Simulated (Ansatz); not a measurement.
Results of RPBE in Ansatz (PAW) for diamond.

Settings: plane-wave cutoff 520 eV, 16×16×16 k mesh, scalar-relativistic PAW data made under PBE.

Computed at the level's own relaxed cell.

Hill averages of the elastic tensor: K = 418.8 GPa, G = 507.0 GPa. Volume 5.777 Å³/atom, mean atomic mass 12.011 u.

Q: Work out the density, the sound velocities of a polycrystal and the elastic Debye temperature at this level.

A: ρ = 1.66054 × 12.011/5.777 = 3.452 g/cm³. v_l = √[(K + 4G/3)/ρ] = 17.809 km/s and v_t = √(G/ρ) = 12.119 km/s. The mean follows from 3/v_m³ = 1/v_l³ + 2/v_t³: v_m = 13.212 km/s. Θ_D = (ħ/k_B) v_m (6π²/V)^(1/3) = 76.38 K Å s/km × 13.212 × 2.1723 Å⁻¹ = 2192 K, counting all atoms of the cell.

Measured, for comparison: Voigt–Reuss–Hill bulk modulus 442 GPa (temperature not stated, not corrected to a static lattice, from single-crystal Cij; as tabulated in Råsander and Moram (2015), arXiv:1505.02379). Computed (rounded) less measured: Voigt–Reuss–Hill bulk modulus -5 %.

Ansatz is an electronic-structure program.
